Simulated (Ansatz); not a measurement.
A nudged elastic band was laid between two geometries of BH3O2 + H2 (8 atoms, charge 0, multiplicity 1).

The calculation used RKS r2SCAN-D4/6-31G* (Ansatz 0.2.0).

- movable images: 5
- climbing image: yes
- spring: 5.0 eV/Å²
- optimiser: quadratic models (default)
- start path: through a guess of the saddle point
- force threshold: 0.05 eV/Å
- iteration limit: 60
- end points: relaxed

First end point:

```xyz
8
Properties=species:S:1:pos:R:3
B 0.084 -0.715 -0.025
O 0.096 -0.398 1.307
H -0.782 -0.248 1.688
H 1.139 -0.918 -0.547
O -1.033 -0.821 -0.806
H -1.861 -0.639 -0.338
H -0.576 2.907 1.282
H -0.236 2.247 1.287
```

Last end point:

```xyz
8
Properties=species:S:1:pos:R:3
B -0.176 0.351 -0.222
O -0.032 0.145 1.805
H -0.993 0.006 1.877
H 0.841 -0.220 -0.518
O -1.408 -0.274 -0.393
H -1.283 -1.210 -0.602
H -0.223 1.557 -0.198
H 0.104 1.060 2.100
```

(1) Which bonds break or form, and what moves?

(2) Give the energies along the band, and the barrier.

(3) What is the geometry of the highest image?

The band took 24 iterations and of the order of 4 core-minutes.

Answers

(1) Bonds broken: B1–O2, H7–H8. Bonds formed: B1–H7, O2–H8. BH3O2 + H2 becomes BH3O + H2O.

(2) The forces met the threshold. The highest image is number 3 of 0 to 6, 2.23 eV above the first end and 1.15 eV above the last; the last end lies 1.07 eV above the first. Beside the main top the profile has a ripple of under 15 meV (maxima at images 3, 5), which may be a very shallow well or noise. Neighbouring images differ by up to 2.0 eV, so the band resolves the path poorly. A vibrational analysis at the climbing image gives one clearly imaginary mode, 1339i cm⁻¹: a first-order saddle point. The orbitals stay closed-shell, which can raise the energy where a bond breaks towards radicals; this wasn't checked here.

```csv
image,path coordinate (Å),energy (eV),B1–O2 (Å),H7–H8 (Å),B1–H7 (Å)
0,0.00,0.00,1.37,0.74,3.91
1,1.01,0.01,1.37,0.74,3.24
2,2.02,0.28,1.38,0.74,2.30
3,3.03,2.23,1.61,1.03,1.40
4,4.24,1.13,1.97,2.36,1.21
5,5.45,1.14,2.00,2.40,1.20
6,6.66,1.07,2.04,2.37,1.21
```

(3) 
```xyz
8
Properties=species:S:1:pos:R:3
B -0.001 0.090 0.094
O -0.007 0.016 1.706
H -0.875 -0.330 1.979
H 1.110 -0.056 -0.317
O -1.025 -0.584 -0.555
H -1.914 -0.290 -0.315
H -0.239 1.464 0.146
H -0.220 1.105 1.112
```

Time of the run: 3.9 min on 1 thread of Arm Neoverse V2, on a shared host, peak memory 0.1 GiB.
